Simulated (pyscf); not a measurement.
Elementary routes open to H₃C–CH₂–O–SiH₃ (SMILES CCO[SiH3]) + HO–SiH₃ (SMILES O[SiH3]) in the gas phase (singlet surface):
A. H₃C–CH₃ (SMILES CC) + HO–SiH₂–O–SiH₃ (SMILES O[SiH2]O[SiH3]) (C–O, H–Si broken; C–H, O–Si formed)
B. H₃C–CH₂–O–SiH₂–O–SiH₃ (SMILES CCO[SiH2]O[SiH3]) + H₂ (SMILES [H][H]) (H–Si, H–O broken; O–Si, H–H formed)

Optimised with ωB97X-D3(BJ)/def2-SVP in PySCF.

Question: Rank the routes by free-energy barrier at 600 K, lowest first, for ωB97M-D3(BJ)/def2-TZVP energies (ideal gas, 1 atm, RRHO with modes under 100 cm⁻¹ raised to 100, one conformer, R ln 2 for chiral ones without a mode under 150 cm⁻¹).

Answer: B (232.6 kJ/mol), A (355.5 kJ/mol)

Route B is the fastest of these, ahead of the next by 122.9 kJ/mol. The most stable products are those of A (ΔG = -199.3 kJ/mol), whose barrier is 122.9 kJ/mol higher: the kinetic and the thermodynamic product differ. At 1200 K B is still the fastest. A: On the reactant side the descent ends in a complex (not fully relaxed), 19.2 kJ/mol under the separated species and 275.2 kJ/mol under the saddle at ωB97X-D3(BJ)/def2-TZVP. Only these routes are compared; each barrier is that of the saddle found, and lower ones may exist.
